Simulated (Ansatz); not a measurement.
# PH₂+ (singlet): the correlation ladder at distance P1–H3 = 1.154 Å, cc-pVDZ

One table from this session's results is given with a row withheld; the runs are named, their logs left out.

Computed with Ansatz 0.2.0, Gaussian basis. Level: cc-pVDZ, core rule «outside noble gas», up to 5 orbitals frozen.

The runs, in order: UHF; CCSD(T) on RHF; CCSD(T) on UHF; BCCD(T) on RHF; CISD; CCSDT(Q) on RHF; CCSDT(Q) on UHF; CCSDTQ on RHF; CASSCF and MRCISD+Q, 2 electrons in 2 orbitals; CASSCF and NEVPT2, 2 electrons in 2 orbitals; CASSCF and MRCISD+Q, 6 electrons in 6 orbitals; CASSCF and NEVPT4(SD), 6 electrons in 6 orbitals; CASSCF and NEVPT2, 6 electrons in 6 orbitals; Full CI.

9 further runs of the same task are left out: 9 that didn't finish. Runs told in other sessions of the task aren't counted.

## The geometry

The geometry derives from a PBE0/def2-TZVP stationary point (not a proven minimum). One bond is set to the value named and the two fragments are kept rigid.

3 atoms, charge 1, spin multiplicity 1.

Atoms are counted from 1 here; the program's logs count them from 0.

Bond lengths: P1–H2 1.429 Å, P1–H3 1.154 Å. Angles: H2–P1–H3 91.7°.

The first run:

in.yaml reads:

```yaml
crystal:
  periodic: [false, false, false]
  atoms:
    - {symbol: P, position_ang: [0.000000, -0.054969, 0.006033]}
    - {symbol: H, position_ang: [0.000000, 0.940426, -1.019523]}
    - {symbol: H, position_ang: [0.000000, 0.748763, 0.834122]}
basis:
  gaussian: {orbitals: cc-pVDZ}
total_charge: 1
magnetization: {spin_polarized: true, initial_magnetization: 0}
hamiltonian: {xc: hf}
output: {orbitals: {seedname: orbitals}}
```

On the command line:

```
$ ansatz run in.yaml --threads 1 --pin off --events-out ev --progress --plain --max-ram 2393MiB
```

Steps of the session up to this table: UHF; CCSD(T) on RHF; CCSD(T) on UHF; BCCD(T) on RHF; CISD; CCSDT(Q) on RHF; CCSDT(Q) on UHF; CCSDTQ on RHF; CASSCF and MRCISD+Q, 2 electrons in 2 orbitals; CASSCF and NEVPT2, 2 electrons in 2 orbitals; CASSCF and MRCISD+Q, 6 electrons in 6 orbitals; CASSCF and NEVPT4(SD), 6 electrons in 6 orbitals; CASSCF and NEVPT2, 6 electrons in 6 orbitals; Full CI.

One of the session's tables, all rows but one given; the rest of the session is left out.

```
            method  from FCI (kcal/mol)
               RHF               +79.69
               UHF               +76.69
              RMP2               +19.83
              CISD                +4.82
             RCCSD                    ?
          RCCSD(T)                +0.43
           BCCD(T)                +0.43
            RCCSDT                +0.08
         RCCSDT(Q)                +0.02
           RCCSDTQ                 0.00
       CASSCF pair               +65.76
       NEVPT2 pair               +17.26
    CASSCF valence               +47.51
    NEVPT2 valence               +13.69
NEVPT4(SD) valence                +1.93
    MRCISD valence                +1.67
  MRCISD+Q valence                 0.00
               FCI                    0
```

**Question.** Estimate the row for RCCSD.

**Answer.** from FCI (kcal/mol): +1.83. In the column «from FCI (kcal/mol)» it lies between MRCISD valence (+1.67) and NEVPT4(SD) valence (+1.93).

Not comparable, so not listed: CCSD(T) on UHF; CASSCF and MRCISD+Q, 2 electrons in 2 orbitals (they don't share determinant, frozen orbitals or solution with the rows shown, or repeat one).

To keep in mind: Warnings in the runs' records: passed over end.
